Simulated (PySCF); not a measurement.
**SiH₄ + 2 F₂ → SiHF + 3 HF**

Level: PBE0 in the def2-TZVP basis family, all electrons, no relativity, computed in PySCF with density fitting; open shells unrestricted.

| species | state and structure | ZPE (kJ/mol) | H(298 K) − H(0) (kJ/mol) | S° (J/(mol K)) |
| --- | --- | --- | --- | --- |
| SiH₄ | singlet, Td, Si–H 1.485 Å (×4) | 81.5 | 10.5 | 204.7 |
| F₂ | singlet, D∞h, F–F 1.376 Å | 6.6 | 8.7 | 201.9 |
| SiHF | singlet, Cs, Si–F 1.612 Å, Si–H 1.541 Å; F–Si–H 96.3° | 22.1 | 10.2 | 239.0 |
| HF | singlet, C∞v, H–F 0.920 Å | 24.9 | 8.7 | 173.6 |

Task: Is the gas-phase reaction uphill or downhill in electronic energy at this level, and by how much?

Result: At PBE0/def2-TZVP, ΔE = -960.3 kJ/mol, downhill. 

Task: Add zero-point, thermal and entropy terms for 298.15 K and 1 bar.

Result: ΔZPE = 2.1 and Δ[H(298) − H(0)] = 8.4 kJ/mol give ΔH° = -949.8 kJ/mol. ΔS° = 151.3 J/(mol K), so ΔG° = -949.8 − 298.15 × (0.1513) = -995 kJ/mol.

Each species is the lowest minimum found with this bonding; other isomers or fragments can lie lower.
